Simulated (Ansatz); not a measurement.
One change: `OBCl` becomes `OBO`.

Ansatz, PBE0-D4/def2-TZVP geometries, multiplicity 1. Each molecule was computed in one conformer, which needn't be the lowest.

| property | `OBCl` |
| --- | --- |
| LUMO energy (B3LYP/def2-TZVPP) / eV | -0.63 |
| HOMO–LUMO gap (PBE0/def2-TZVPP) / eV | 8.76 |
| size of the dipole moment (B3LYP/def2-TZVPP) / D | 1.10 |
| LUMO energy (ωB97M-V/def2-TZVPP) / eV | 1.63 |
| LUMO energy (PBE0/def2-TZVPP) / eV | -0.39 |
| HOMO energy (PBE0/def2-TZVPP) / eV | -9.15 |

(1) Give the same properties after the change, and the shifts. (Estimate.)

## Answers

(1) Ansatz gave: 
| property | `OBO` | shift |
| --- | --- | --- |
| LUMO energy (B3LYP/def2-TZVPP) / eV | 0.51 | 1.14 |
| HOMO–LUMO gap (PBE0/def2-TZVPP) / eV | 10.33 | 1.57 |
| size of the dipole moment (B3LYP/def2-TZVPP) / D | 1.53 | 0.43 |
| LUMO energy (ωB97M-V/def2-TZVPP) / eV | 2.23 | 0.60 |
| LUMO energy (PBE0/def2-TZVPP) / eV | 0.92 | 1.31 |
| HOMO energy (PBE0/def2-TZVPP) / eV | -9.41 | -0.26 |

With PBE0 the HOMO falls by 0.26 eV and the LUMO rises by 1.31 eV, so the gap widens by about 1.57 eV. PBE moves the HOMO by -0.02 eV and ωB97M-V by -0.43 eV. Dipoles are sizes alone; their direction can turn.

B3LYP here is the variant with VWN-RPA as its local correlation; programs differ in this.
